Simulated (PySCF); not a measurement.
Geometry:
```json
{"atom": "C1", "x (Å)": "-1.549", "y (Å)": "-0.154", "z (Å)": "-0.446"}
{"atom": "N2", "x (Å)": "-0.171", "y (Å)": "-0.054", "z (Å)": "-0.048"}
{"atom": "C3", "x (Å)": "0.609", "y (Å)": "1.041", "z (Å)": "0.066"}
{"atom": "N4", "x (Å)": "1.815", "y (Å)": "0.699", "z (Å)": "0.462"}
{"atom": "C5", "x (Å)": "1.717", "y (Å)": "-0.646", "z (Å)": "0.579"}
{"atom": "N6", "x (Å)": "0.531", "y (Å)": "-1.143", "z (Å)": "0.279"}
{"atom": "H7", "x (Å)": "-2.146", "y (Å)": "-0.598", "z (Å)": "0.363"}
{"atom": "H8", "x (Å)": "-1.930", "y (Å)": "0.850", "z (Å)": "-0.669"}
{"atom": "H9", "x (Å)": "-1.640", "y (Å)": "-0.784", "z (Å)": "-1.343"}
{"atom": "H10", "x (Å)": "0.252", "y (Å)": "2.048", "z (Å)": "-0.150"}
{"atom": "H11", "x (Å)": "2.543", "y (Å)": "-1.284", "z (Å)": "0.894"}
```

Equivalent nuclei averaged, one computed conformer, non-relativistic Hamiltonian, no solvent. B3LYP/pcJ-1 coupling constants (spin–dipole term only in couplings to heteroatoms); NMR shieldings at PBE/pcSseg-2/GIAO; structure optimised with PBE0-D3(BJ)/def2-SVP; PySCF 2.14.0 with density-fitted response routines.

**Question.** List the cross peaks expected in HSQC, COSY and HMBC spectra.

**Answer.** 

HSQC (one-bond C–H):
```tsv
δH	δC	1J(C,H) (Hz)
7.79 (H11)	158.7 (C5)	218
7.64 (H10)	146.4 (C3)	218
3.75 (H7/H8/H9)	37.4 (C1)	146
```

HMBC (two and three bonds, |J| ≥ 2.5 Hz):
```tsv
δH	δC [abs. J in Hz]
7.79 (H11)	146.4 (C3) [8.8]
7.64 (H10)	158.7 (C5) [13.4]
3.75 (H7/H8/H9)	146.4 (C3) [2.8]
```

No COSY cross peaks are expected.

Chemical shifts δ = σref − σ; 1H, 13C vs TMS, all at this level.

Short H···H contacts in this conformer between protons four or more bonds apart (candidates for NOE cross peaks, intensity ∝ r⁻⁶): H8···H10 2.54 Å.

Shifts are as computed, not scaled to solution data. Of 1211 compounds with measured shifts, 218 miss one by over three times the rms of a fit or turn the order of signals round; such compounds aren't used in these exercises.
